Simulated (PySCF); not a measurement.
Point-charge models of acetyl fluoride, `FC(C)=O` against its computed dipole.

Coordinates (PBE0-D3(BJ)/def2-TZVP, Å) and charges (e) from the PBE0/pcSseg-2 density (PySCF):

| atom | x | y | z | Mulliken | IAO | Hirshfeld | ESP-fitted |
| --- | --- | --- | --- | --- | --- | --- | --- |
| C1 | -0.629 | -0.028 | -0.183 | -0.0485 | -0.5041 | -0.1210 | -0.6279 |
| C2 | 0.816 | -0.093 | 0.166 | +0.4405 | +0.6389 | +0.2412 | +0.8155 |
| O3 | 1.615 | -0.912 | -0.118 | -0.3279 | -0.3935 | -0.2312 | -0.4866 |
| F4 | 1.176 | 0.983 | 0.900 | -0.2425 | -0.2971 | -0.0965 | -0.2755 |
| H5 | -1.221 | 0.184 | 0.708 | +0.0558 | +0.1845 | +0.0678 | +0.1938 |
| H6 | -0.940 | -0.963 | -0.642 | +0.0648 | +0.1831 | +0.0682 | +0.1863 |
| H7 | -0.784 | 0.796 | -0.883 | +0.0577 | +0.1883 | +0.0715 | +0.1945 |

**Question.** What dipole does each set of charges give (1 e·Å = 4.803 D), and what does the density give?

**Answer.** The full density gives (-2.93, 0.60, -0.44) D, 3.02 D in size; dipole vectors point from the negative to the positive end.

```tsv
scheme	μx	μy	μz	size (D)	share of the full size (%)	angle to the full dipole (°)
Mulliken	-2.88	0.07	-0.72	2.97	98	11
IAO	-3.32	0.14	-0.84	3.43	113	11
Hirshfeld	-2.00	0.48	-0.27	2.08	69	2
ESP-fitted	-2.95	0.61	-0.45	3.04	101	0
```

**Question.** Which set comes closest?

**Answer.** Length of the difference vector: ESP-fitted 0.02 D, Mulliken 0.60 D, IAO 0.73 D, Hirshfeld 0.95 D. Closest: ESP-fitted. ESP charges are fitted to the potential around the molecule, whose slowest-falling term is the dipole's. The schemes that divide the density aren't constrained to reproduce the dipole.

**Question.** What is left for the Hirshfeld atoms' own dipoles?

**Answer.** The shares of the density sum to the whole, so what Σ q r misses lies in dipoles about the nuclei. The atomic dipoles sum to (-2.93, 0.60, -0.44) − (-2.00, 0.48, -0.27) = (-0.93, 0.12, -0.17) D, 0.95 D in size.

**Question.** With the origin at the mean of the coordinates, (0.005, -0.005, -0.007) Å, which are the largest single terms, by size, of the ESP-fitted dipole along the direction of the full one?

**Answer.** O3 +4.03, C2 -3.25, C1 -1.91, F4 +1.42, H5 +1.04 D; all 7 atoms together +3.04 D. The single terms depend on the origin, their sum doesn't.

**Question.** Give the size of the full dipole in other units.

**Answer.** 3.02 D = 1.190 au = 0.630 e·Å = 10.09 × 10⁻³⁰ C·m.

Isolated species at its PBE0-D3(BJ)/def2-TZVP geometry, gas phase.
